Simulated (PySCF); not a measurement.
# C2H5NO (Acetamide): the cost of one run

Computed with PySCF 2.14.0, with density-fitted response routines of our own, on a single molecule in the gas phase. Atoms count from 0, in the outputs and in this text.

**1. The molecule as given**

9 atoms, charge 0, multiplicity 1; geometry from: MMFF94s. The atoms were then displaced at random by about 0.03 Å, so the start is not that level's minimum.

Bonds of the start (Å): C0–C1 1.44, C1–N2 1.34, C1–O3 1.23, C0–H4 1.06, C0–H5 1.11, C0–H6 1.16, N2–H7 1.11, N2–H8 0.93.

**2. Relaxing the molecule at PBE0-D3(BJ)/def2-SVP**

What the job is given:

```
{"job": {"xc": "PBE0", "basis": "def2-SVP", "d3": "d3bj", "grid": 1, "shake": 0.03, "kind": "geom"}, "charge": 0, "multiplicity": 1}
C     -0.998750    -0.301460    -0.215800
C      0.155840     0.041210     0.576360
N      1.250830     0.257340    -0.159140
O      0.275080     0.102760     1.796650
H     -1.459910    -1.228360     0.013330
H     -0.859960    -0.202620    -1.308180
H     -1.781190     0.535120    -0.012460
H      2.206990     0.471790     0.367350
H      1.343810     0.254770    -1.083760
```

On the command line:

```
> OMP_NUM_THREADS=1 python probes_run.py task.json out
```

One launch serves the whole session: the jobs run in the order shown.

**Question.** How long does this first job take on 1 thread of Intel Xeon 6975P-C, shared host, and how much memory does it need?

About 9.7 s, with a peak of 0.34 GiB.
